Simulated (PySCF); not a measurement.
Gas-phase reaction: 3 HSiNH2 + 2 NH3 ⇌ 2 N + 3 H3SiNH2

Computed with PySCF and rigid-rotor harmonic-oscillator thermochemistry at 1 bar. † marks an energy on the PBE0/def2-TZVP geometry and frequencies. MP2 freezes the core. Open shells (unrestricted): N (multiplicity 4); the rest are closed-shell singlets. B3LYP is the form with VWN-RPA correlation. HSiNH2, H3SiNH2: computed as isolated molecules; such fragments, hydroxides, amides, oligomers or adducts are transient or little studied in the gas. MP2 isn't extrapolated to the basis-set limit.

M06-2X/def2-TZVP† gives ΔH°(298 K) = 556 kJ.

Task: What do MP2/def2-SVP†, B3LYP/def2-TZVP†, PBE0/def2-QZVP† give?

Result: MP2/def2-SVP†: 460 kJ; B3LYP/def2-TZVP†: 580 kJ; PBE0/def2-QZVP†: 574 kJ. For scale, ΔH°(298 K) is 556 kJ at this level, 579 kJ at ωB97M-V/def2-TZVP†, and runs from -30 to 1000 kJ over the 20 levels computed.
